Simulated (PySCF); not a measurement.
A structure optimised at PBE0-D3(BJ)/def2-TZVPD, used in a PySCF frequency run:

```
N
H 1 1.0391
```
Charge 0, spin multiplicity 3.

**Question.** Write its SMILES, formula and point group.

**Answer.** [NH], HN, C∞v

**Question.** What are its rotational constants (standard atomic weights)?

**Answer.** 497.72 GHz (linear rotor, B only)
